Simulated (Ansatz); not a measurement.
`FC1NCO1` + H₂ → `C1NCO1` + H–F at 500 K and 1 bar (hydrogenolysis of a C–F bond).

Computed with Ansatz on PBE0-D4/def2-TZVP structures; ΔE is electronic, products minus reactants. CBS: MP2 limit from def2 TZ/QZ plus the TZ coupled-cluster correction, frozen cores. This one scheme is used for every species.

| species | CCSD(T)/CBS energy (Eh) | H − E (kJ/mol) | S (J/(mol·K)) |
| --- | --- | --- | --- |
| `FC1NCO1` | -308.12770 | 212.4 | 330.9 |
| H₂ | -1.17544 | 41.0 | 145.5 |
| `C1NCO1` | -208.92223 | 228.3 | 312.8 |
| H–F | -100.39570 | 39.4 | 188.7 |

H − E and S are ideal-gas, rigid-rotor, harmonic terms from PBE0-D4/def2-TZVP, for one conformer and one mirror image of each species. The MP2-based limit puts H₂ 0.8 mEh under its directly extrapolated value; such offsets cancel only in part. 1 Eh = 2625.50 kJ/mol, R = 8.31446 J/(mol·K).

Q: By hand: ΔE, ΔH, ΔS and ΔG.

A: ΔE = (-208.92223) + (-100.39570) − (-308.12770) − (-1.17544) = -0.01479 Eh = -38.8 kJ/mol. Δ(H − E) = 228.3 + 39.4 − 212.4 − 41.0 = 14.3, so ΔH = -24.5 kJ/mol. ΔS = 312.8 + 188.7 − 330.9 − 145.5 = 25.1 J/(mol·K). ΔG = -24.5 − 500 × (25.1)/1000 = -37.0 kJ/mol.

Q: By hand: the equilibrium constant, and the temperature at which ΔG would vanish if ΔH and ΔS stayed fixed.

A: log₁₀ K = −ΔG/(RT ln 10) = 3.9. ΔH and −TΔS have one sign here, so there is no such temperature.

TΔS isn't small against ΔH here. A doubt of 5 kJ/mol in ΔE shifts log₁₀ K by 0.5 here. Other conformers and mirror images would add mixing entropy, several J/(mol·K) or more a flexible species. These are equilibria of isolated gas molecules and say nothing of rates. Largest T1 diagnostic: 0.012 (customary marks: 0.02 for closed shells, 0.045 for open ones).
